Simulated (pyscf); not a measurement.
HC≡CH + •HC=CH₂ → •HC=CH–CH=CH₂, an addition (doublet surface; none broken, C–C formed). PySCF, gas phase, ωB97X-D3(BJ)/def2-SVP geometries. Correlated levels are frozen-core, on RHF or UHF. ΔMP2 is the change of the MP2 total energy from the triple- to the quadruple-zeta basis. Energies in kcal/mol from the separated reactants.

Small-basis levels: PySCF, no dispersion term, spherical d functions. AM1 to PM7: differences of heats of formation from MOPAC, which are fitted to 298 K values and so differ in kind from electronic energies by zero-point and thermal terms. GFN2-xTB: tblite. Open shells are spin-unrestricted. 

```json
[
 {"level": "SVWN5/6-31G*", "barrier": "-6.7", "reaction energy": "-62.9"},
 {"level": "BP86/6-31G*", "barrier": "0.5", "reaction energy": "-50.5"},
 {"level": "B3LYP/6-31G*", "barrier": "3.1", "reaction energy": "-48.3"},
 {"level": "M06-2X/6-31G*", "barrier": "?", "reaction energy": "-48.6"},
 {"level": "B3LYP/6-311+G**", "barrier": "5.2", "reaction energy": "-41.5"},
 {"level": "PBE/def2-SVP", "barrier": "?", "reaction energy": "-51.2"},
 {"level": "GFN2-xTB", "barrier": "-1.7", "reaction energy": "-46.5"},
 {"level": "AM1", "barrier": "4.4", "reaction energy": "-41.1"},
 {"level": "PM6", "barrier": "4.9", "reaction energy": "-43.9"},
 {"level": "CCSD(T)/def2-TZVPP + ΔMP2(QZVPP)", "barrier": "?", "reaction energy": "-41.0"}
]
```

What belongs in the gaps?


- M06-2X/6-31G*, barrier: 3.5
- PBE/def2-SVP, barrier: 0.5
- CCSD(T)/def2-TZVPP + ΔMP2(QZVPP), barrier: 5.8

Against the last row the barrier runs from -12.5 (SVWN5/6-31G*) to -0.6 kcal/mol (B3LYP/6-311+G**). At SVWN5/6-31G*, GFN2-xTB this geometry lies under one side, so the entry may be no barrier of that level: it is a single point on another level's saddle. CCSD(T)/def2-TZVPP + ΔMP2(QZVPP) has limits of its own. On the product side the descent ends in a point that may be a rotor saddle (no frequency run), 2.3 kcal/mol over the lowest minimum found and 47.6 kcal/mol under the saddle at ωB97X-D3(BJ)/def2-TZVP. At ωB97X-D3(BJ)/def2-TZVP the barrier from the zero used here is 3.7 kcal/mol. •HC=CH–CH=CH₂ lies 11.3 kcal/mol over its isomer •HC=C=CH–CH₃ (electronic energy, ωB97M-D3(BJ)/def2-TZVP). This is the saddle that the search found; another between the same sides may lie lower. The CCSD(T) − MP2 part came from Ansatz, without density fitting, on the same reference. An open-shell T1 diagnostic exceeds 0.045. A UHF reference is spin-contaminated (<S²> up to 1.26), which harms MP2 most.
